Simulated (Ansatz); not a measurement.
This Ansatz (a program for electronic structure) input (wB97M-V/aug-pcseg-1) gives -115.85882 Eh with 96 basis functions. A basis named .json is the Basis Set Exchange file of that set (core-valence sets with the plain set on hydrogen).

Ansatz 0.2 input:
```yaml
crystal:
  periodic: [false, false, false]
  atoms:
    - {symbol: C, position_ang: [-0.00517534, -0.10696577, 0.84074838]}
    - {symbol: C, position_ang: [-0.01360476, -0.69854769, -0.52112947]}
    - {symbol: C, position_ang: [0.01459619, 0.56938060, -0.61931483]}
    - {symbol: H, position_ang: [0.91046776, -0.08734705, 1.42564298]}
    - {symbol: H, position_ang: [-0.92297864, -0.04704489, 1.41948447]}
    - {symbol: H, position_ang: [0.03761437, 1.55118910, -1.04695191]}
basis:
  gaussian:
    orbitals: aug-pcseg-1.json
hamiltonian:
  xc: {name: wB97M-V}
magnetization: {spin_polarized: true, initial_magnetization: 1}
```

Change:
```diff
- orbitals: aug-pcseg-1.json
+ orbitals: def2-TZVPD
```

What does the run give now?

-115.92433 Eh (wB97M-V/def2-TZVPD, 138 functions), a change of -65.51 mEh.
